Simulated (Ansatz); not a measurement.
```yaml
crystal:
  periodic: [false, false, false]
  atoms:
    - {symbol: Na, position_ang: [-0.945771, 1.971514, -0.254274]}
    - {symbol: Na, position_ang: [-1.247837, -1.794509, 0.249449]}
    - {symbol: Na, position_ang: [2.194181, -0.176178, 0.005709]}
    - {symbol: H, position_ang: [-2.385967, 0.191655, -0.005187]}
    - {symbol: H, position_ang: [1.028272, -2.144924, 0.267069]}
    - {symbol: H, position_ang: [1.357123, 1.952453, -0.262766]}
basis:
  gaussian: {orbitals: "6-31G*", nuclear_model: gaussian}
hamiltonian: {xc: {name: HF}}
correlation: {method: rpa}
scf: {omitted_lower_state_checks: [starts]}
```

```sh
$ ansatz run in.yaml --threads 4 --pin off --events-out ev --progress --plain --max-ram 3916MiB
```

Shortened log:

```
Functional definition: HF
  name "HF"
  cite "Fock, Z. Phys. 61, 126 (1930) doi:10.1007/BF01340294"
  parent pbe
  exchange = exact_x
  correlation = 0
these checks for a lower state are left out or cut short: starts
573 factors; integrals over basis functions are off by at most 5.1e-4 eV
mean field evaluation 1: about -13257.8817 eV, gradient 7.9e0 eV
mean field evaluation 2: about -13257.8987 eV, gradient 7.9e0 eV
mean field evaluation 4: about -13258.3177 eV, gradient 2.4e-1 eV
mean field evaluation 8: about -13258.3180 eV, gradient 5.1e-5 eV
mean field -13258.31798692 eV, -487.2341992087 hartree, gradient 6.6e-7 eV, S^2 0.000000; 0 other end points of the search recorded, 0 dependent functions left out
3 core orbitals not correlated: weight in the atoms' cores, before any rotation towards them, 1.000 or more for the frozen orbitals, at most 0.000 for the correlated occupied ones
reference -13258.31798692 eV, -487.2341992087 hartree; 15, 15 occupied and 45, 45 virtual orbitals, 573 factors
Total energy: -13260.49949623 eV, -487.3143681971 hartree
Checks for a lower state left out: starts
```

Hardware: 4 threads of Arm Neoverse V2 on a shared host. Wall time 0.25 s.

The 6-31G sets use Cartesian d functions. Correlated methods freeze 3 core orbitals; core or outer-core shells of Na are correlated, in sets that lack core-valence functions.
